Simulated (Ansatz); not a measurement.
```yaml
crystal:
  periodic: [false, false, false]
  atoms:
    - {symbol: C, position_ang: [-0.592177, 0.993157, -0.451670]}
    - {symbol: C, position_ang: [-0.132717, -0.268652, 0.262932]}
    - {symbol: N, position_ang: [1.026313, -0.098198, 1.118115]}
    - {symbol: N, position_ang: [0.238225, -1.261501, -0.726079]}
    - {symbol: H, position_ang: [-1.476960, 0.806112, -1.068272]}
    - {symbol: H, position_ang: [-0.848375, 1.771427, 0.270948]}
    - {symbol: H, position_ang: [0.205626, 1.362060, -1.101671]}
    - {symbol: H, position_ang: [-0.949729, -0.605209, 0.923798]}
    - {symbol: H, position_ang: [1.798816, 0.256415, 0.563725]}
    - {symbol: H, position_ang: [0.833982, 0.572320, 1.851800]}
    - {symbol: H, position_ang: [0.507525, -2.119941, -0.261319]}
    - {symbol: H, position_ang: [-0.533430, -1.463391, -1.348409]}
basis:
  gaussian: {orbitals: def2-mTZVP, final_grid: {core_spheres: 1, valence_spheres: 1, degree: 3}}
hamiltonian: {xc: {name: r2SCAN}}
accuracy: high
```

```sh
$ ansatz run in.yaml --threads 2 --pin off --events-out ev --progress --plain --max-ram 4352MiB
```

Output, abridged:

```
Functional definition: r2SCAN
2166 factors; integrals over basis functions are off by at most 3.8e-9 eV
mean field evaluation 1: about -5167.9544 eV, gradient 8.5e1 eV
mean field evaluation 2: about -5147.7200 eV, gradient 1.2e2 eV
mean field evaluation 4: about -5182.6424 eV, gradient 6.9e0 eV
mean field evaluation 8: about -5166.8061 eV, gradient 4.0e1 eV
mean field evaluation 16: about -5218.8096 eV, gradient 1.9e1 eV
mean field -5220.42861223 eV, -191.8472129657 hartree, gradient 2.5e-8 eV, S^2 0.000000; 0 other end points of the search recorded, 0 dependent functions left out
reference -5220.42861308 eV, -191.8472129970 hartree; 17, 17 occupied and 83, 83 virtual orbitals, 2166 factors
Total energy: -5220.42861308 eV, -191.8472129970 hartree
```

Question: What is wrong with this run?

Answer: The integration grid is far too coarse. Self-consistency was reached. The result belongs to that input, not to the molecule as meant.
